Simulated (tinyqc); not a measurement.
Inside a calculation. Method: UHF in the sto-3g basis, for OH+, spin multiplicity 3. One step of it, computed by the program tinyqc.

Task: Iteration 4: building the Fock matrix. J_ij = sum D_kl (ij|kl) with D = D(alpha) + D(beta), K_ij = sum D_kl (ik|jl) for each spin; F = H + J - K(s); E = tr D H + tr D J / 2 - 0.5 sum_s tr D(s) K(s) + E_nn.

D(alpha) after iteration 3:
```
            1O 1s      1O 2s    1O 2px    1O 2py     1O 2pz      2H 1s
1O 1s    1.059327  -0.250725  0.000000  0.000000   0.002814   0.000419
1O 2s   -0.250725   1.059782  0.000000  0.000000  -0.013888  -0.006216
1O 2px   0.000000   0.000000  1.000000  0.000000   0.000000   0.000000
1O 2py   0.000000   0.000000  0.000000  1.000000   0.000000   0.000000
1O 2pz   0.002814  -0.013888  0.000000  0.000000   0.939475   0.126673
2H 1s    0.000419  -0.006216  0.000000  0.000000   0.126673   0.036442
```

D(beta) after iteration 3:
```
            1O 1s      1O 2s    1O 2px    1O 2py     1O 2pz      2H 1s
1O 1s    1.059203  -0.250195  0.000000  0.000000   0.007400  -0.000774
1O 2s   -0.250195   1.057582  0.000000  0.000000  -0.035000  -0.004018
1O 2px   0.000000   0.000000  0.000000  0.000000   0.000000   0.000000
1O 2py   0.000000   0.000000  0.000000  0.000000   0.000000   0.000000
1O 2pz   0.007400  -0.035000  0.000000  0.000000   0.805368   0.236930
2H 1s   -0.000774  -0.004018  0.000000  0.000000   0.236930   0.150671
```

core Hamiltonian H = T + V (hartree):
```
             1O 1s      1O 2s     1O 2px     1O 2py     1O 2pz      2H 1s
1O 1s   -31.891299  -7.416431   0.000000   0.000000  -0.003870  -0.191857
1O 2s    -7.416431  -8.519834   0.000000   0.000000  -0.048855  -0.556302
1O 2px    0.000000   0.000000  -6.720519   0.000000   0.000000   0.000000
1O 2py    0.000000   0.000000   0.000000  -6.720519   0.000000   0.000000
1O 2pz   -0.003870  -0.048855   0.000000   0.000000  -6.739258  -0.494705
2H 1s    -0.191857  -0.556302   0.000000   0.000000  -0.494705  -2.673663
```

Two-electron integrals (ij|kl) in chemists' order, unique and non-zero (hartree):
```
(11|11) 4.785065   (21|11) 0.741380   (21|21) 0.136873   (22|11) 1.118947
(22|21) 0.256633   (22|22) 0.817206   (31|31) 0.024477   (32|31) 0.037809
(32|32) 0.180518   (33|11) 1.115814   (33|21) 0.256684   (33|22) 0.817023
(33|33) 0.880159   (41|41) 0.024477   (42|41) 0.037809   (42|42) 0.180518
(43|43) 0.047444   (44|11) 1.115814   (44|21) 0.256684   (44|22) 0.817023
(44|33) 0.785270   (44|44) 0.880159   (51|51) 0.024477   (52|51) 0.037809
(52|52) 0.180518   (53|53) 0.047444   (54|54) 0.047444   (55|11) 1.115814
(55|21) 0.256684   (55|22) 0.817023   (55|33) 0.785270   (55|44) 0.785270
(55|55) 0.880159   (61|11) 0.019207   (61|21) 0.003520   (61|22) 0.006572
(61|33) 0.006563   (61|44) 0.006563   (61|51) 0.000158   (61|52) 0.000299
(61|55) 0.006592   (61|61) 0.000092   (62|11) 0.061898   (62|21) 0.014442
(62|22) 0.053108   (62|33) 0.052217   (62|44) 0.052217   (62|51) 0.001073
(62|52) 0.009258   (62|55) 0.054836   (62|61) 0.000379   (62|62) 0.004966
(63|31) 0.001308   (63|32) 0.008339   (63|53) 0.001841   (63|63) 0.000626
(64|41) 0.001308   (64|42) 0.008339   (64|54) 0.001841   (64|64) 0.000626
(65|11) 0.054264   (65|21) 0.012796   (65|22) 0.050206   (65|33) 0.048300
(65|44) 0.048300   (65|51) 0.002008   (65|52) 0.015476   (65|55) 0.053963
(65|61) 0.000345   (65|62) 0.005681   (65|65) 0.007019   (66|11) 0.275876
(66|21) 0.065295   (66|22) 0.275398   (66|33) 0.269495   (66|44) 0.269495
(66|51) 0.003843   (66|52) 0.047966   (66|55) 0.287143   (66|61) 0.001708
(66|62) 0.037108   (66|65) 0.049340   (66|66) 0.774606
```

nuclear repulsion = 2.20835560 hartree

Give: Coulomb J; exchange K(alpha); exchange K(beta); F(alpha); F(beta); total energy of this density.

Result:

Coulomb J (hartree):
```
         1O 1s  1O 2s  1O 2px  1O 2py  1O 2pz  2H 1s
1O 1s   16.032  2.959   0.000   0.000  -0.001  0.076
1O 2s    2.959  6.990   0.000   0.000   0.003  0.439
1O 2px   0.000  0.000   6.957   0.000   0.000  0.000
1O 2py   0.000  0.000   0.000   6.957   0.000  0.000
1O 2pz  -0.001  0.003   0.000   0.000   7.035  0.412
2H 1s    0.076  0.439   0.000   0.000   0.412  2.318
```

exchange K(alpha) (hartree):
```
        1O 1s   1O 2s  1O 2px  1O 2py  1O 2pz  2H 1s
1O 1s   4.914   0.854   0.000   0.000   0.000  0.024
1O 2s   0.854   1.415   0.000   0.000  -0.004  0.092
1O 2px  0.000   0.000   1.171   0.000   0.000  0.000
1O 2py  0.000   0.000   0.000   1.171   0.000  0.000
1O 2pz  0.000  -0.004   0.000   0.000   1.134  0.102
2H 1s   0.024   0.092   0.000   0.000   0.102  0.053
```

exchange K(beta) (hartree):
```
        1O 1s   1O 2s  1O 2px  1O 2py  1O 2pz  2H 1s
1O 1s   4.862   0.773   0.000   0.000   0.000  0.022
1O 2s   0.773   1.031   0.000   0.000  -0.015  0.082
1O 2px  0.000   0.000   0.237   0.000   0.000  0.000
1O 2py  0.000   0.000   0.000   0.237   0.000  0.000
1O 2pz  0.000  -0.015   0.000   0.000   0.933  0.128
2H 1s   0.022   0.082   0.000   0.000   0.128  0.150
```

F(alpha) (hartree):
```
          1O 1s   1O 2s  1O 2px  1O 2py  1O 2pz   2H 1s
1O 1s   -20.773  -5.311   0.000   0.000  -0.005  -0.140
1O 2s    -5.311  -2.944   0.000   0.000  -0.041  -0.209
1O 2px    0.000   0.000  -0.935   0.000   0.000   0.000
1O 2py    0.000   0.000   0.000  -0.935   0.000   0.000
1O 2pz   -0.005  -0.041   0.000   0.000  -0.838  -0.185
2H 1s    -0.140  -0.209   0.000   0.000  -0.185  -0.409
```

F(beta) (hartree):
```
          1O 1s   1O 2s  1O 2px  1O 2py  1O 2pz   2H 1s
1O 1s   -20.721  -5.230   0.000   0.000  -0.005  -0.137
1O 2s    -5.230  -2.560   0.000   0.000  -0.030  -0.199
1O 2px    0.000   0.000  -0.001   0.000   0.000   0.000
1O 2py    0.000   0.000   0.000  -0.001   0.000   0.000
1O 2pz   -0.005  -0.030   0.000   0.000  -0.638  -0.210
2H 1s    -0.137  -0.199   0.000   0.000  -0.210  -0.506
```

total energy of this density = -73.85073 hartree

This density is a damped mixture and is not idempotent.
